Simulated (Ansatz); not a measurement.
**Relaxing HfGe3**

These are results of DFT PBE, scalar-relativistic, plane waves, PAW (Ansatz 0.2.0), not measurements. Cutoff 420 eV, Γ-centred k mesh, Gaussian smearing, no spin polarisation in the final step.

HfGe3 was placed on the Cu3Au (L1_2) structure type (Pm-3m, No. 221), with Hf in place of Au, Ge in place of Cu, at a guessed volume.

```
CELL_PARAMETERS angstrom
4.14354 0.00000 0.00000
0.00000 4.14354 0.00000
0.00000 0.00000 4.14354
ATOMIC_POSITIONS crystal
Hf 0.00000 0.00000 0.00000
Ge 0.00000 0.50000 0.50000
Ge 0.50000 0.00000 0.50000
Ge 0.50000 0.50000 0.00000
```

Cell and atoms relax at zero pressure; the relaxation can't lower the symmetry of the start.

The zero of energy is the elements' standard structures at the same level; no fitted shifts are applied.

Question: Describe the relaxed structure.

Answer: It keeps Pm-3m (No. 221). The result has the Cu3Au (L1_2) structure. Conventional cell: a = 4.192 Å. Hf has 12 Ge at 2.96 Å; around Ge lie 4 Hf at 2.96 Å and 8 Ge at 2.96 Å.

```xyz
4
Lattice="4.1921 0.0000 0.0000 0.0000 4.1921 0.0000 0.0000 0.0000 4.1921" Properties=species:S:1:pos:R:3 pbc="T T T"
Hf    0.0000    0.0000    0.0000
Ge    0.0000    2.0960    2.0960
Ge    2.0960    0.0000    2.0960
Ge    2.0960    2.0960    0.0000
```

Question: What are its volume, energy, density and gap?

Answer: The volume per atom is 18.42 Å³ and the density is 8.93 g/cm³. The energy over the elements is -0.05 eV/atom and the gap on the 12×12×12 mesh is 0 eV (a metal).

The final run used a 12×12×12 mesh on its 4-atom cell and 0.10 eV smearing. The k mesh leaves about 4 meV/atom of noise in metals. Spin–orbit coupling is left out. Symmetry constrained the relaxation, so the result can be a saddle point.

Cost: 2 runs of about 1.6 core-minutes in all, on Intel Xeon Platinum 8259CL (Skylake/Cascade Lake) (shared hosts).